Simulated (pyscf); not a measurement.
Optimised with ωB97X-D3(BJ)/def2-SVP in PySCF. Correlated levels are frozen-core, on RHF or UHF. ΔMP2 is the change of the MP2 total energy from the triple- to the quadruple-zeta basis.

Problem. What is the homolytic dissociation enthalpy (298 K, CCSD(T)/def2-TZVPP + ΔMP2(QZVPP)) of the S–Si bond of HS–SiH₂–Cl, to SH• + •H₂Si–Cl?

Solution. S–Si to SH• + •H₂Si–Cl: 3.88 eV. The CCSD(T) − MP2 part came from Ansatz, without density fitting, on the same reference. Left out: the spin-orbit lowering of SH.
